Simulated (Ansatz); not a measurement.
CH$_{5}$NO$_{2}$ (`NC(O)O`), relaxed with RKS PBE-D4/def2-SVP in Ansatz 0.2.0 from a rough embedded geometry. The force threshold is 0.03 eV/Å; the program also tests the step.

The species carries charge 0 and has multiplicity 1.

Start:

```xyz
9

N    -0.092    1.028    0.362
C     0.160   -0.190   -0.184
O    -1.014   -0.621   -0.826
O     0.501   -1.062    0.810
H    -0.592    1.633   -0.331
H     0.772    1.553    0.606
H     1.024   -0.149   -0.903
H    -0.718   -1.519   -1.143
H    -0.041   -0.672    1.610
```

Question: How much energy does the relaxation release, and in how many steps? (Estimate.)

Answer: Ansatz gave: 35.22 kJ/mol, in 6 steps.

Question: Which bonds change most? (Estimate.)

Answer: Ansatz gave: N1–C2 from 1.358 to 1.442 Å; O4–H9 from 1.042 to 0.981 Å; C2–O4 from 1.366 to 1.402 Å; O3–H8 from 0.997 to 0.975 Å.

Question: Give the relaxed structure. (Estimate.)

Answer: Ansatz gave: 
```xyz
9

N    -0.111    1.120    0.348
C     0.197   -0.187   -0.179
O    -0.980   -0.603   -0.835
O     0.579   -1.039    0.866
H    -0.623    1.673   -0.349
H     0.752    1.622    0.585
H     1.069   -0.225   -0.887
H    -0.814   -1.518   -1.126
H    -0.068   -0.843    1.577
```
